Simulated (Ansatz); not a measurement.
Species: oxosilicon, SiO (charge 0, singlet). SMILES: [O+]#[Si-]
Geometry: optimised at B3LYP-D3(BJ)/def2-TZVP (Ansatz, a first-principles code).

Parts of the frozen-core correlation energy in cc-pV(D+d)Z (Ansatz, hartree). Frozen orbitals: 6; correlated occupied orbitals by spin: 5 and 5; virtual: 26 and 26. Spin-orbit coupling is left out. Non-relativistic.

| term | value |
|---|---|
| reference (HF) | -363.80040 |
| MP2 opposite-spin | -0.20118 |
| MP2 same-spin | -0.07160 |
| CCSD correlation | -0.27932 |
| (T) | -0.01153 |
| CCSDT minus CCSD(T) | -0.00067 |
| CCSDT(Q) minus CCSD(T) | -0.00237 |
| T1 diagnostic | 0.030 |
| largest doubles amplitude | 0.071 |
